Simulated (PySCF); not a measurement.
Cartesian coordinates in Å; atom numbers follow the order of the lines, from 1:
```xyz
8

Si    0.4311   -0.6904    0.3182
H     0.4227   -0.7210    1.8091
H     1.8353   -0.7585   -0.1793
C    -0.4502    0.8120   -0.3361
H     0.0209    1.7299    0.0501
H    -1.5061    0.8129   -0.0248
H    -0.4150    0.8447   -1.4357
F    -0.3387   -2.0297   -0.2015
```

Geometry: PBE0-D3(BJ)/def2-SVP; GIAO shifts from PySCF 2.14, gas phase, non-relativistic, averaged over equivalent atoms.

At PBE0/pcSseg-1 (83 basis functions, 3.7 s wall time on 1 thread of an Arm Neoverse V1, shared host):
| atoms | δ (ppm) |
| --- | --- |
| Si1 | 10.3 |
| H2/H3 | 5.14 |
| H5/H6/H7 | 0.42 |
| C4 | -1.4 |
| F8 | -215.8 |

References, each an isolated molecule treated in the same way: $^{29}$Si (351.99 ppm), $^{1}$H (31.27 ppm), $^{13}$C (184.41 ppm) vs TMS; CFCl3 for $^{19}$F (177.25 ppm).

Question: Predict the values at wB97X-D/pcSseg-1 on the same geometry.

Answer: 
| atoms | δ at wB97X-D/pcSseg-1 | change |
| --- | --- | --- |
| Si1 | 10.1 | -0.2 |
| H2/H3 | 5.05 | -0.09 |
| H5/H6/H7 | 0.41 | -0.01 |
| C4 | -1.3 | +0.1 |
| F8 | -208.7 | +7.1 |

References, each an isolated molecule treated in the same way: TMS for $^{29}$Si (σref 352.93) and $^{1}$H (σref 31.38) and $^{13}$C (σref 184.54); $^{19}$F (σref 187.16) against CFCl3.

The largest change is at F8 (fluorine bonded to Si). Cost: 83 basis functions, 3.2 s wall time on 1 thread of an Arm Neoverse V1, shared host.

Unscaled 19F shifts against computed CFCl3 carry errors that often reach 10 to 50 ppm.
